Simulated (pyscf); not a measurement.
A first-order saddle from PySCF, ωB97X-D3(BJ)/def2-SVP:

```xyz
8

Ga    -1.6961    -1.1251     0.6941
H     -0.8407    -0.1017    -0.2660
H     -1.0657    -2.4864     1.1761
H     -3.1603    -0.7639     1.1504
C      0.0787     0.9800    -1.2828
H     -0.0899     1.9304    -0.7670
H      1.0756     0.5379    -1.1913
H     -0.4357     0.8423    -2.2390
```
Charge 0, spin multiplicity 2.

Surface: doublet, charge 0. Lowest wavenumbers (cm⁻¹): 560i, 3, 156, 189, 447.

**Question.** Which two sides does it connect, and which bonds change?

**Answer.** `[GaH3]` + `[CH3]` [doublet] <-> `[GaH2]` [doublet] + `[CH4]`, a hydrogen abstraction read from left to right: Ga–H broken and C–H formed. At CCSD(T)/def2-TZVPP + ΔMP2(QZVPP) it lies +25.3 kJ/mol from the left side and +132.5 kJ/mol from the right (each side as separated species at their lowest minima found). One saddle was located; it need not be the lowest between these sides. The angle at the transferred H is 180°. The CCSD(T) − MP2 part came from Ansatz, without density fitting, on the same reference. The frozen core leaves the outer d or s,p core shells of the metals and heavy elements correlated in the MP2 and CC values, and def2-TZVPP describes them poorly, which can shift differences by a few kcal/mol. Elements up to Kr have no core potential and no relativistic terms here.
